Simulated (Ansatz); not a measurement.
Gas-phase electronic energies from Ansatz, PBE0-D4/def2-TZVP geometries. CCSD(T)/CBS is the MP2 limit (def2-TZVPP, def2-QZVPP) plus CCSD(T) − MP2 in def2-TZVPP, frozen cores. This one scheme is used for every species. DFT in def2-TZVPP. B3LYP here is the variant with VWN-RPA as its local correlation; programs differ in this. One conformer a species, not always the lowest.

`FCCl` + CH₃NH₂ → `CNCF` + HCl  (substitution at a C–Cl bond)

**Question.** Is it downhill or uphill in electronic energy at CCSD(T)/CBS, and by how much? (Estimate.)

**Answer.** The calculation gave: Downhill: ΔE = -9.4 kcal/mol.

**Question.** What do these levels give: B97M-V, B3LYP-D4, PBE-QIDH, PBE, CAM-B3LYP, RPA@PBE/def2-TZVPP? (An estimate is asked.)

**Answer.** The calculation gave: B97M-V -9.3, B3LYP-D4 -9.4, PBE-QIDH -9.7, PBE -8.4, CAM-B3LYP -10.0, RPA@PBE/def2-TZVPP -9.7 kcal/mol.

Largest T1 diagnostic among the species: 0.011.

Leaving LDA and LC-ωPBE aside and taking each functional with its dispersion term where it has one, the values, not all of them listed here, spread over 1.6 kcal/mol, from CAM-B3LYP-D4 to revPBE-D4. LDA lies −3.2 kcal/mol from PBE without D4. From BLYP to BHLYP (50 % exact exchange), in def2-TZVPP and without D4, ΔE moves by −1.4 kcal/mol.
